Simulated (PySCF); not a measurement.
Working out the ionisation energy of Al

Al [Ne] 3s2 3p1 (2P) → Al⁺ [Ne] 3s2 (1S). All numbers are calculated (PySCF 2.14, the spin-free X2C one-electron Hamiltonian (Gaussian nucleus), in cc-pVDZ-DK). Frozen: [Ne]. Energies in hartree (1 hartree = 27.21139 eV):

```tsv
part	Al (lower)	Al⁺ (upper)
UHF	-242.308433	-242.103608
CCSD correlation	-0.047005	-0.038401
(T)	-0.000680	0.000000
```

Task: What does Hartree-Fock give?

Result: (-242.103608) − (-242.308433) = 0.204825 hartree = 5.574 eV.

Task: What do CCSD and CCSD(T) give?

Result: The CCSD correlation energies differ by 0.008604 hartree = 0.234 eV and the triples by 0.000680 hartree = 0.019 eV, so CCSD gives 5.808 eV and CCSD(T) 5.827 eV.

Measured between the centres of the two terms (NIST): 5.977 eV, so CCSD(T) (valence) is off by -0.150 eV.

A double-zeta basis recovers only part of the correlation energy.

What remains against the reference includes basis incompleteness, the frozen core and higher excitations.
